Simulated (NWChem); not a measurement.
System: propyne (C₃H₄); SMILES CC#C

Here is an NWChem input.

```
start job
memory heap 200 mb stack 900 mb global 1100 mb
geometry units angstroms
  C     -0.000328    -1.232770    -0.001813
  C     -0.001502     0.220758     0.000005
  C     -0.002452     1.431562    -0.001731
  H     -0.754431    -1.627177    -0.700458
  H     -0.226679    -1.631468     0.999233
  H      0.981209    -1.627193    -0.307400
  H     -0.005144     2.505555    -0.005438
end
basis spherical
  * library def2-svp
end
dft
  xc slater vwn_5
  iterations 150
end
driver
  maxiter 120
end
task dft optimize
task dft freq
```

Excerpt of the output:

```
             Northwest Computational Chemistry Package (NWChem) 7.3.0
             --------------------------------------------------------

 C1  symmetry detected

                             Geometry "geometry" -> ""
                             -------------------------

 Output coordinates in angstroms (scale by  1.889725989 to convert to a.u.)

  No.       Tag          Charge          X              Y              Z
 ---- ---------------- ---------- -------------- -------------- --------------
    1 C                    6.0000    -0.00025031     1.23899849     0.00012196
    2 C                    6.0000     0.00141496    -0.21452987    -0.00079593
    3 C                    6.0000     0.00007216    -1.42533433     0.00020385
    4 H                    1.0000    -0.99432668     1.63269731    -0.26283519
    5 H                    1.0000     0.72369885     1.63755037    -0.72743696
    6 H                    1.0000     0.26714647     1.63427612     0.99240335
    7 H                    1.0000    -0.00393951    -2.49932950     0.00068953

 Effective nuclear repulsion energy (a.u.)      58.5541171094

                                Z-matrix (autoz)
                                --------

 Units are Angstrom for bonds and degrees for angles

[...]

      ----------------------
      Optimization converged
      ----------------------

  Step       Energy      Delta E   Gmax     Grms     Xrms     Xmax
  ---- ---------------- -------- -------- -------- -------- --------
@    5    -115.46039350 -7.7D-08  0.00002  0.00001  0.00028  0.00077
                                     ok       ok       ok       ok

                                Z-matrix (autoz)
                                --------

 Units are Angstrom for bonds and degrees for angles

[...]

 Rotational Constants
 --------------------
 A=   5.209111 cm-1  (  7.494581 K)
 B=   0.285089 cm-1  (  0.410171 K)
 C=   0.285089 cm-1  (  0.410171 K)

 Temperature                      =   298.15K
 frequency scaling parameter      =   1.0000

 Zero-Point correction to Energy  =   33.768 kcal/mol  (  0.053812 au)
 Thermal correction to Energy     =   36.252 kcal/mol  (  0.057771 au)
 Thermal correction to Enthalpy   =   36.844 kcal/mol  (  0.058715 au)

 Total Entropy                    =   61.234 cal/mol-K
   - Translational                =   36.973 cal/mol-K (mol. weight =  40.0313)
   - Rotational                   =   20.862 cal/mol-K (symmetry #  =        1)
   - Vibrational                  =    3.399 cal/mol-K

 Cv (constant volume heat capacity) =   12.540 cal/mol-K
   - Translational                  =    2.979 cal/mol-K
   - Rotational                     =    2.979 cal/mol-K
   - Vibrational                    =    6.581 cal/mol-K

[normal modes left out]

 ----------------------------------------------------------------------------
 Normal Eigenvalue ||           Projected Infra Red Intensities
  Mode   [cm**-1]  || [atomic units] [(debye/angs)**2] [(KM/mol)] [arbitrary]
 ------ ---------- || -------------- ----------------- ---------- -----------
    1       -0.000 ||    0.000155           0.004         0.151       0.133
    2        0.000 ||    0.000214           0.005         0.209       0.184
    3        0.000 ||    0.000334           0.008         0.325       0.286
    4        0.000 ||    0.000182           0.004         0.177       0.156
    5        0.000 ||    0.000216           0.005         0.211       0.185
    6        0.000 ||    0.000001           0.000         0.001       0.001
    7      356.163 ||    0.010941           0.252        10.665       9.374
    8      356.242 ||    0.010935           0.252        10.660       9.369
    9      648.297 ||    0.042318           0.976        41.254      36.257
   10      648.348 ||    0.042298           0.976        41.234      36.240
   11      975.358 ||    0.000024           0.001         0.023       0.021
   12      976.884 ||    0.005048           0.116         4.921       4.325
   13      976.950 ||    0.005034           0.116         4.908       4.313
   14     1316.614 ||    0.001333           0.031         1.299       1.142
   15     1365.149 ||    0.011651           0.269        11.358       9.983
   16     1365.160 ||    0.011656           0.269        11.362       9.986
   17     2200.644 ||    0.009909           0.229         9.659       8.489
   18     2955.643 ||    0.008952           0.207         8.727       7.670
   19     3046.102 ||    0.000392           0.009         0.382       0.336
   20     3046.170 ||    0.000394           0.009         0.384       0.337
   21     3398.368 ||    0.083116           1.918        81.026      71.213
 ----------------------------------------------------------------------------
```

Level: LDA (Slater exchange, VWN5)/def2-SVP. The printed entropy takes a lower symmetry number than the molecule has.
